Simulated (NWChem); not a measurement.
# acetylene (C$_{2}$H$_{2}$); SMILES C#C

```xyz
4

C      0.0000     0.0000    -0.6026
C      0.0000     0.0000     0.6026
H      0.0000     0.0000    -1.6690
H      0.0000     0.0000     1.6690
```
Atoms are numbered in this order, from 1.

Computed with NWChem. All runs use the structure optimised with B3LYP/6-31G* (spherical d). Isotropic indirect couplings, all four terms, static geometry, non-relativistic.

What does the run give for PBE0/pcJ-1? Quantities: J(13C atom 1, 13C atom 2) (Hz); J(13C atom 1, 1H atom 3) (Hz); J(13C atom 2, 1H atom 3) (Hz).

The J(13C atom 1, 13C atom 2) (Hz) is 206.8 and the J(13C atom 1, 1H atom 3) (Hz) is 257.3. The J(13C atom 2, 1H atom 3) (Hz) comes out as 51.1.
